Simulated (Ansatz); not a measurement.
# Worked example: correlation energy of BP2H, singlet

Geometry: displaced at random from a stationary point.

```json
{"atom": "P", "x (Å)": "-0.0189", "y (Å)": "-0.2739", "z (Å)": "1.0590"}
{"atom": "B", "x (Å)": "-0.0197", "y (Å)": "1.2220", "z (Å)": "0.0134"}
{"atom": "P", "x (Å)": "0.0282", "y (Å)": "-0.2308", "z (Å)": "-1.0637"}
{"atom": "H", "x (Å)": "-0.0746", "y (Å)": "2.4016", "z (Å)": "0.0006"}
```

Basis cc-pVDZ; Ansatz 0.2.0. Correlated methods freeze the noble-gas cores, which leaves 14 electrons in 44 orbitals. Prefix R: restricted or restricted open-shell reference.

Full CI isn't at hand for all of this; RCCSDT(Q) serves as the reference, and is uncertain by the last step of the cluster series or more.

RCCSD has a T1 diagnostic of 0.014 and a largest doubles amplitude of 0.11.

Runs differ by some tens of microhartree through their thresholds, so steps under 0.03 kcal/mol mean nothing.

| level | total energy (hartree) |
| --- | --- |
| RHF | -706.724082 |
| RMP2 | -707.029347 |
| RCCSD | -707.056476 |
| RCCSD(T) | -707.073939 |
| RCCSDT | -707.074562 |
| RCCSDT(Q) | -707.076288 |

Task: What is the correlation energy at RCCSDT(Q), and what share of it do RMP2 and RCCSD recover?

Result: E(corr) = -707.076288 − (-706.724082) = -0.352206 hartree = -9.584 eV. RMP2: -0.305265 / -0.352206 = 86.67 %. RCCSD: -0.332394 / -0.352206 = 94.37 %.

Task: By how many kcal/mol does RCCSD(T) miss RCCSDT(Q) (1 hartree = 627.509 kcal/mol), and which steps make up the rest?

Result: -707.073939 − (-707.076288) = 0.002349 hartree = 1.47 kcal/mol. Steps: RCCSDT − RCCSD(T) = -0.39, RCCSDT(Q) − RCCSDT = -1.08 kcal/mol. Differences between like states or geometries often cancel part of this.
